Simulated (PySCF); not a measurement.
**How the method moves the proton affinities of dimethyl ether**

Structure: `COC` (C2H6O). Optimised structure (Å), atoms numbered from 1:
```
C     1.1624    0.0469   -0.0207
O    -0.0118    0.2562   -0.7356
C    -1.1584   -0.0104    0.0046
H     1.2655   -1.0051    0.3159
H     1.2266    0.6946    0.8776
H     2.0092    0.2842   -0.6803
H    -1.2016   -1.0661    0.3428
H    -2.0310    0.1845   -0.6348
H    -1.2339    0.6331    0.9051
```

All levels share the PBE0-D3(BJ)/def2-SVP structures and the PBE0-D3(BJ)/def2-SVP thermal terms; only the single-point energies (PySCF) change. Values are proton affinities (298 K, kJ/mol).

Measured (NIST Chemistry WebBook): proton affinity (−ΔH) 792 kJ/mol.

| level | O2 |
| --- | --- |
| r2SCAN/def2-TZVP (grid 3) | 786 |
| ωB97X-D3(BJ)/def2-TZVP | 797 |

The spread: 11 kJ/mol, from 786 to 797.

---

## How the method moves the proton affinities of isobutyronitrile

Structure: `CC(C)C#N` (C4H7N). Atom numbers as in the mapped SMILES `[CH3:1][CH:2]([CH3:3])[C:4]#[N:5]`.

All levels share the PBE0-D3(BJ)/def2-SVP structures and the PBE0-D3(BJ)/def2-SVP thermal terms; only the single-point energies (PySCF) change. Values are proton affinities (298 K, kJ/mol).

Measured (NIST Chemistry WebBook): proton affinity (−ΔH) 804 kJ/mol.

```tsv
level	N5
ωB97X-D3(BJ)/def2-TZVP	816
PBE0-D3(BJ)/def2-TZVP	819
```

The spread: 3 kJ/mol, from 816 to 819.

---

## hydrazine: proton affinities at several levels

Structure: `NN` (H4N2). Numbering: `[NH2:1][NH2:2]`

All levels share the PBE0-D3(BJ)/def2-SVP structures and the PBE0-D3(BJ)/def2-SVP thermal terms; only the single-point energies (PySCF) change. Values are proton affinities (298 K, kJ/mol).

Measured (NIST Chemistry WebBook): proton affinity (−ΔH) 853 kJ/mol.

```tsv
level	N1
ωB97M-D3(BJ)/def2-TZVP (grid 3, conv 1e-06)	861
ωB97X-D3(BJ)/def2-TZVP	873
```

The spread: 12 kJ/mol, from 861 to 873.
